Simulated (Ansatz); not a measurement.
Saddle point of BH4OF, singlet (BH₃O ([BH2][OH]) + HF → BH₂F ([BH2][F]) + H₂O (still joined by a long B–O bond); bonds formed: B1–F6, O2–H5; bonds broken: H5–F6; bonds weakened to dative contacts: B1–O2), PBE0-D4/def2-TZVP structure:

```xyz
7
angstrom
B -0.5848 -0.0511 -0.1346
O 0.7189 0.6578 -0.3407
H -1.0991 -0.4110 -1.1483
H -1.2308 0.3308 0.7972
H 1.0002 -0.5204 0.1151
F 0.3265 -1.3439 0.3895
H 0.8692 1.3379 0.3218
```

Energies are electronic, without zero-point energy. Barriers and step energies count from the start structure reached by relaxing down the imaginary mode; all methods use the PBE0-D4 structures, on which another method's saddle can fall below an end. Computed with Ansatz 0.2.0 (basis: def2-TZVPP, with def2-QZVPP for the basis limit); correlated methods freeze the cores. B3LYP uses VWN-RPA correlation. Extrapolation: Hartree–Fock as exp(−7.88 √X), correlation as X^−2.97.

| method | barrier (kJ/mol) | step energy (kJ/mol) |
| --- | --- | --- |
| SPW92 | 27.2 | -32.1 |
| PBE-D4 | 60.1 | -14.2 |
| BLYP-D4 | 78.2 | -4.2 |
| r2SCAN-D4 | 63.8 | -19.9 |
| B97M-V | 80.5 | -18.8 |
| PBE0-D4 | 70.3 | -15.4 |
| B3LYP-D4 | 83.5 | -6.8 |
| r2SCAN0-D4 | 71.9 | -19.3 |
| BHLYP-D4 | 94.6 | -9.1 |
| CAM-B3LYP-D4 | 78.1 | -11.5 |
| wB97X-V | 75.0 | -14.9 |
| wB97M-V | 73.5 | -16.0 |
| B2PLYP | ? | -8.0 |
| PBE-QIDH | 75.4 | -15.8 |
| RPA on PBE | ? | -11.2 |
| HF | 131.8 | 1.7 |
| MP2 | ? | -11.8 |
| CCSD | 87.9 | -10.7 |
| CCSD(T) | 79.9 | -12.2 |

**Question.** Fill in the withheld barriers. (To be estimated.)

**Answer.** By the calculation: RPA on PBE 77.0; MP2 76.2; B2PLYP 83.0 kJ/mol. Each is the energy of the saddle less that of the start structure, by the same method.

For comparison, the barrier by CCSD(T) at an estimated basis limit (MP2 extrapolated from triple and quadruple zeta, plus CCSD(T) − MP2 in triple zeta) is 85.8 kJ/mol.

No T1 diagnostic of these runs exceeds 0.013.

Steps of this kind, hydrogen fluoride cutting a network bond, underlie vapour etching and the fluorination step of atomic layer etching.

Labels in which every atom is bracketed show which atoms are joined, not bond orders.

For scale, one of the runs: CCSD(T)/def2-TZVPP, 149 basis functions, launched by `ansatz run in.yaml --threads 2 --pin off --events-out ev --progress --plain --max-ram 4352MiB`. Hardware: 2 CPU threads of an Arm Neoverse V2, shared host. Wall time 14 s; peak host memory 1 GiB.
